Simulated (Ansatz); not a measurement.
C₂H₃ClF₂, SMILES FC(F)CCl, a ranking of conformers

Program: the Python package of Ansatz (0.2.0).

The cells in order, each with its output:

**Cell 1**
```python
import ansatz
from rdkit import Chem
from rdkit.Chem import AllChem
```

**Cell 2**
```python
rd = Chem.AddHs(Chem.MolFromSmiles("FC(F)CCl"))
ids = list(AllChem.EmbedMultipleConfs(rd, numConfs=20, randomSeed=633, pruneRmsThresh=0.4))
field = [energy for _, energy in AllChem.MMFFOptimizeMoleculeConfs(rd)]
distinct = {round(e, 2): i for i, e in zip(ids, field)}
chosen = sorted(distinct.items())[:3]
found = []
for force_field, index in chosen:
    geometry = ansatz.Crystal.molecule()
    for atom, xyz in zip(rd.GetAtoms(), rd.GetConformer(index).GetPositions()):
        geometry = geometry.atom(atom.GetSymbol(), xyz.round(5).tolist())
    base = geometry.calculation().basis(gaussian="6-31G*").functional("pbe0")
    found.append(base.run(threads=1).report["free_energy_ev"])
print("conformer   MMFF (kcal/mol)   this level (kJ/mol)")
for (force_field, index), e in zip(chosen, found):
    print(f"{index:9d} {force_field - chosen[0][0]:17.2f} {96.485332 * (e - min(found)):17.3f}")
```
Output:
```text
conformer   MMFF (kcal/mol)   this level (kJ/mol)
        2              0.00             0.000
        1              1.05             3.476
```

The conformers keep their force-field geometries. The whole script took 6.9 s on 1 thread of Intel(R) Xeon(R) Platinum 8259CL CPU @ 2.50GHz (Skylake/Cascade Lake), on a shared host, peak memory 0.29 GiB.
